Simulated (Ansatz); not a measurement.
P3H3⁺, that is cyclo-(PH)3 with one electron fewer, relaxed as a doublet with UKS PBE0-D4/def2-TZVP in Ansatz, starting from the PBE0-D4/def2-TZVP geometry of the neutral singlet. Force threshold 0.02 eV/Å.

Start:

Cartesian coordinates in Å:
```
P -1.2820 0.1750 0.1998
P 0.3696 -0.1610 -1.2456
P 0.7979 0.6218 0.7671
H -1.2496 -1.1130 0.7995
H 0.6568 -1.5010 -0.8691
H 0.7074 1.9782 0.3483
```

```csv
step,energy (eV),largest force component (eV/Å),SCF passes
1,-27896.3374,1.411,24
2,-27896.5931,0.548,27
3,-27896.6569,0.221,20
4,-27896.6612,0.077,22
5 (rejected),-27896.6597,0.092,23
6,-27896.6618,0.014,16
```

Force components are those of the run's own axes.

End:

```csv
atom,x (Å),y (Å),z (Å)
P1,-1.167,0.146,0.258
P2,0.407,-0.174,-1.120
P3,0.897,0.751,0.850
H4,-1.379,-1.173,0.735
H5,0.594,-1.575,-0.992
H6,0.647,2.025,0.268
```

By distances, no bond broke or formed. The bond that changes most is P1–P2, from 2.22 to 2.12 Å (atoms count from 1).

No frequencies were taken in this run, so the end may be a saddle point.

It took 14 s on 2 threads of Arm Neoverse V2 on a shared host.
